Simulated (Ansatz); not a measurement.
Dissociation curve of OH, doublet.

Method: CCSDT(Q) on UHF/aug-cc-pVDZ, frozen core run with Ansatz (a program for electronic structure).

The batch members p0 to p7 hold the bond at 0.70, 0.76, 0.81, 0.84, 0.88, 0.92, 0.95, 0.98 Å.

Ansatz input:

Ansatz 0.2 input:
```yaml
# input.yaml
basis:
  gaussian: { orbitals: aug-cc-pvdz }
correlation:
  method: ccsdt_q
  electrons: outside_noble_gas
scf:
  omitted_lower_state_checks: [cluster_reference, increment]
batch:
  members: [p0.yaml, p1.yaml, p2.yaml, p3.yaml, p4.yaml, p5.yaml, p6.yaml, p7.yaml]

# p4.yaml, one of the 8 members of this batch
crystal:
  periodic: [false, false, false]
  atoms:
    - { symbol: O, position_ang: [0.0, 0.0, 0.0] }
    - { symbol: H, position_ang: [0.0, 0.0, 0.88] }
total_charge: 0
magnetization:
  spin_polarized: true
  initial_magnetization: 1
```

Lines of the output on each member:

```
Member 5: Total energy: -2056.66599640 eV, -75.5810813094 hartree
Member 5: Checks for a lower state left out: cluster_reference, increment
Member 1: Total energy: -2054.75366192 eV, -75.5108043135 hartree
Member 1: Checks for a lower state left out: cluster_reference, increment
Member 2: Total energy: -2055.71821044 eV, -75.5462508176 hartree
Member 2: Checks for a lower state left out: cluster_reference, increment
Member 6: Total energy: -2056.74145184 eV, -75.5838542456 hartree
Member 6: Checks for a lower state left out: cluster_reference, increment
Member 0: Total energy: -2052.88744277 eV, -75.4422220246 hartree
Member 0: Checks for a lower state left out: cluster_reference, increment
Member 3: Total energy: -2056.10916916 eV, -75.5606182859 hartree
Member 3: Checks for a lower state left out: cluster_reference, increment
Member 7: Total energy: -2056.76444515 eV, -75.5846992344 hartree
Member 7: Checks for a lower state left out: cluster_reference, increment
Member 4: Total energy: -2056.46274606 eV, -75.5736119972 hartree
Member 4: Checks for a lower state left out: cluster_reference, increment
```

The unrestricted determinant behind UCCSDT(Q) is spin-contaminated at 1.31 to 3.31 Å (<S²> up to 1.8, against 0.75 for a pure doublet).
